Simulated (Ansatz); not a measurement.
# BH6Si2: the cost of one run

Method: UKS B3LYP/6-31G*, in Ansatz 0.2.0.

1 further run of the same task is left out (it didn't finish).

## Step 1: Starting point

Bond lengths: B1–Si2 1.894 Å, Si2–Si3 2.306 Å, B1–H4 1.177 Å, B1–H5 1.176 Å, Si2–H6 1.485 Å, Si3–H7 1.470 Å, Si3–H8 1.469 Å, Si3–H9 1.469 Å. Angles: B1–Si2–Si3 131.2°, B1–Si2–H6 122.1°, Si3–Si2–H6 106.7°, Si2–B1–H4 120.2°, Si2–B1–H5 122.2°, H4–B1–H5 117.5°, Si2–Si3–H7 113.4°, Si2–Si3–H8 110.7°, Si2–Si3–H9 114.5°, H7–Si3–H8 106.0°, H7–Si3–H9 105.9°, H8–Si3–H9 105.8°.

Coordinates:

```xyz
9

B    -1.0607    1.0836   -1.5337
Si    0.0393    0.7881   -0.0209
Si    0.6962   -1.1595    1.0238
H    -1.4637    0.1725   -2.1603
H    -1.3751    2.1625   -1.8792
H     0.6407    1.9076    0.7481
H     1.8167   -1.8326    0.3508
H    -0.4051   -2.1321    1.0484
H     1.1118   -0.9900    2.4230
```

## Step 2: End point A

input.yaml

```yaml
crystal:
  periodic: [false, false, false]
  atoms:
    - { symbol: B, position_ang: [-1.06073, 1.08359, -1.53374] }
    - { symbol: Si, position_ang: [0.03932, 0.78812, -0.02095] }
    - { symbol: Si, position_ang: [0.6962, -1.15953, 1.02382] }
    - { symbol: H, position_ang: [-1.46374, 0.1725, -2.16025] }
    - { symbol: H, position_ang: [-1.3751, 2.16245, -1.87919] }
    - { symbol: H, position_ang: [0.64069, 1.90757, 0.74808] }
    - { symbol: H, position_ang: [1.81666, -1.83262, 0.3508] }
    - { symbol: H, position_ang: [-0.40508, -2.13212, 1.04844] }
    - { symbol: H, position_ang: [1.11178, -0.98996, 2.42299] }
magnetization:
  spin_polarized: true
  initial_magnetization: 1
basis:
  gaussian: { orbitals: "6-31G*" }
hamiltonian:
  xc: b3lyp
relax:
  f_tol: 0.015
  max_steps: 40
output:
  orbitals: {}
```

Started as:

```bash
$ ansatz run input.yaml --threads 1 --pin off --max-ram 2048MiB --backend cpu --events-out ev --progress --plain --runs-dir out
```

**Question.** How long does this run take on 1 thread of Intel Xeon 6975P-C (Granite Rapids), shared host, and how much memory does it need?

About 41 s, with a peak of 0.19 GiB.
